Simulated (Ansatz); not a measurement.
**HF ··· C2H2**

The pair of HF (SMILES F, atoms 1–2) and C2H2 (SMILES C#C, atoms 3–6), both closed shells, in one local arrangement (a lower one may exist), relaxed at PBE0-D4/def2-TZVP:

F1  (0.072, -0.315, -2.144)
H2  (0.041, -0.181, -1.223)
C3  (0.169, 0.684, 0.761)
C4  (-0.225, -0.437, 0.915)
H5  (0.520, 1.682, 0.632)
H6  (-0.577, -1.433, 1.059)
(Å)

Ansatz 0.2.0; basis: def2-TZVPPD, with def2-QZVPPD for the basis limit; cores frozen in the correlated methods. B3LYP uses VWN-RPA correlation. Extrapolation: Hartree–Fock as exp(−7.88 √X), correlation as X^−2.97. Interaction energies count from these two fragments, frozen as in the pair, with the counterpoise correction; negative means bound.

(1) What is the interaction energy by CCSD(T) at an estimated basis limit (MP2 extrapolated from triple and quadruple zeta, plus CCSD(T) − MP2 in triple zeta)? (Judge from chemistry; the value comes from the calculation.)

T1 diagnostic: at most 0.014.

Results:

(1) By the calculation: -18.5 kJ/mol. Hartree–Fock alone gives -11.4 kJ/mol at the basis limit. It counts from the two fragments frozen as in the pair.

The same quantity by other methods in triple zeta, and each one's difference from that estimate:
```csv
method,E_int (kJ/mol),difference
PBE-D4,-22.7,-4.2
revPBE-D4,-19.7,-1.1
BLYP-D4,-19.3,-0.8
r2SCAN-D4,-22.3,-3.8
B97M-V,-20.0,-1.5
PBE0-D4,-22.3,-3.8
B3LYP-D4,-20.3,-1.7
HSE06-D4,-22.2,-3.7
wB97X-V,-20.5,-2.0
wB97M-V,-20.3,-1.8
B2PLYP,-17.3,1.3
HF,-11.3,7.2
MP2,-17.2,1.3
CCSD,-15.6,3.0
CCSD(T),-16.7,1.8
```
Differences are method less estimate.

Basis-set superposition shift (counterpoise-corrected less uncorrected): CCSD(T) 2.5; MP2 2.6; HF 0.2; PBE0-D4 0.2; wB97M-V 0.2 kJ/mol.

For scale, one of the runs: CCSD(T)/def2-TZVPPD, 165 basis functions, launched by `ansatz run in.yaml --threads 2 --pin off --events-out ev --progress --plain --max-ram 5222MiB`. The run took 21 s on 2 CPU threads of an Arm Neoverse V1 (shared host), with 1.4 GiB of host memory at its peak.
